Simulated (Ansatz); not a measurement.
```yaml
crystal:
  periodic: [false, false, false]
  atoms:
    - {symbol: S, position_ang: [0.000000, 0.000000, 0.000000]}
    - {symbol: As, position_ang: [0.000000, 0.000000, 2.083200]}
basis:
  gaussian: {orbitals: def2-TZVPD}
total_charge: -1
hamiltonian: {xc: pbe0}
relax: {f_tol: 0.004, max_steps: 80}
```

```sh
$ ansatz run in.yaml --threads 1 --pin off --events-out ev --progress --plain --max-ram 2176MiB
```

Steps of the relaxation (energy above the last step; positions in Å, forces in eV/Å):

```
2
step 1, 8.4 meV
S     0.000    0.000    0.000    0.000    0.000   -0.608
As    0.000    0.000    2.083    0.000    0.000    0.608
```

```
2
step 2, 0.1 meV
S     0.000    0.000   -0.016    0.000    0.000    0.059
As    0.000    0.000    2.099    0.000    0.000   -0.059
```

```
2
step 3, 0.0 meV
S     0.000    0.000   -0.014    0.000    0.000    0.004
As    0.000    0.000    2.097    0.000    0.000   -0.004
```

Close pairs at the end: S1–As2 2.112 Å.

A stationary point of restricted PBE0 after 3 steps (its stability towards spin polarisation wasn't tested). 13 s on 1 thread of Intel Xeon Platinum 8488C, shared host.
